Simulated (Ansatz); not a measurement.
```tsv
atom	x (Å)	y (Å)	z (Å)
C	0.0291	0.0507	-0.5949
F	0.0412	0.9526	0.2305
F	0.0079	-1.0719	0.2178
```

RHF-MP2 on singlet CF₂ was run in several spherical basis sets with Ansatz (development build ahead of 0.2.0). Frozen core: 3 orbitals.

Problem. Rank the basis sets by the total energy that they give, lowest first, with the distance from the lowest.
A. STO-3G
B. cc-pVDZ
C. 6-31G
D. def2-SVP

Solution. B (0.00 eV), D (5.75 eV), C (7.31 eV), A (99.95 eV).

Totals follow the description of the cores as much as that of the bonds, so this order isn't one of quality for chemistry.
